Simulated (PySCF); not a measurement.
Basis sets over 5 cases of the mean static polarisability at PBE0 with PySCF (Al to Cl present), each against its own reference: (a) the value in aug-cc-pV5Z; (b) the value in aug-pcseg-2; (c) the value in aug-pcseg-3. By their distance from other large sets or by the extrapolation step the references are unsure by up to roughly 0.3 %. B3LYP-D3(BJ)/def2-TZVP geometries; density fitting; no added dispersion term; no relativity. (X+d) sets on Al to Cl for cc-pVXZ and aug-cc-pVXZ. 

Cases are drawn at random; left out are references unsure by over 1.7 %, doubtful singlets; stability and T1 were not tested. Sets are drawn from those converged to one state in every case.

Cases (SMILES) and reference values:
- ClF (F-Cl): 18.52 bohr³ (a)
- [AlH] (AlH) (closed-shell singlet): 48.05 bohr³ (a)
- [SiH2]=C (CH2-SiH2): 47.79 bohr³ (b)
- [Cl][Al] (Al-Cl) (closed-shell singlet): 54.07 bohr³ (c)
- [Si-]#[O+] (O-Si): 29.69 bohr³ (a)

```
basis            functions over def2-SVP (largest species, mean of cases)
---------------  --------------------------------------------------------
6-311G**                                                              1.4
def2-SVPD                                                             1.5
6-311+G**                                                             1.6
aug-cc-pVDZ                                                           1.7
def2-TZVP                                                             2.0
pcseg-2                                                               2.1
cc-pVTZ                                                               2.2
def2-TZVPP                                                            2.4
def2-TZVPD                                                            2.4
jun-cc-pV(T+d)Z                                                       2.7
def2-TZVPPD                                                           2.8
aug-cc-pVTZ                                                           3.3
pcseg-3                                                               4.1
def2-QZVP                                                             4.2
```

Problem. Which is the smallest of these sets that keeps every case within 5 % of its reference, together with its larger relatives (same family, alike in diffuse functions, listed or not)?

Solution. Among the sets for which every case ran a larger relative (same family, alike in diffuse functions, listed or not), the smallest listed that holds all cases within 5 % together with them is def2-SVPD, at 1.5 times the functions of def2-SVP. Inside, though some case ran no larger relative to test it: aug-cc-pVTZ. Largest deviations of relatives not listed, over the cases that ran them: aug-cc-pVQZ 0.3, aug-cc-pV5Z 0.0, def2-QZVPPD 0.2 %. These figures hold for the cases listed.
```tsv
basis	mean absolute	largest	within 5 %
6-311G**	24.9	49.3	0 of 5
def2-SVPD	2.9	4.6	5 of 5
6-311+G**	16.4	35.0	0 of 5
aug-cc-pVDZ	2.5	7.6	4 of 5
def2-TZVP	14.0	30.0	0 of 5
pcseg-2	18.6	37.5	0 of 5
cc-pVTZ	13.9	29.7	0 of 5
def2-TZVPP	13.6	29.7	0 of 5
def2-TZVPD	0.6	1.3	5 of 5
jun-cc-pV(T+d)Z	0.9	2.0	5 of 5
def2-TZVPPD	0.6	1.3	5 of 5
aug-cc-pVTZ	0.5	1.9	5 of 5
pcseg-3	7.8	16.0	1 of 5
def2-QZVP	5.9	14.9	4 of 5
```
